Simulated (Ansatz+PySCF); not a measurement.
The numbers below are computed, except where a source is named.
Input for PySCF 2.14.0:

```python
from pyscf import gto, scf, cc

mol = gto.M(atom="""
C 0.000000 0.000000 0.000000
Al 0.984920 1.313220 2.843210
""", basis='sto-3g', charge=0, spin=1)
mf = scf.UHF(mol)
mf.kernel()
mycc = cc.CCSD(mf, frozen=6).run()
et = mycc.ccsd_t()
print(mf.e_tot, mycc.e_corr, et, mycc.e_tot + et)
```

The script is written out from the run's settings.

Output:

* Converged: yes
* Reference energy: -275.97044 hartree
* CCSD correlation energy: -0.14248 hartree
* Triples correction: -0.00054 hartree
* Total energy: -276.11346 hartree
* Spin squared of the determinant: 0.756

This is not the lowest solution: another run reaches a determinant 2.67 eV lower. Caution: bonds are stretched, where a single reference can fail.
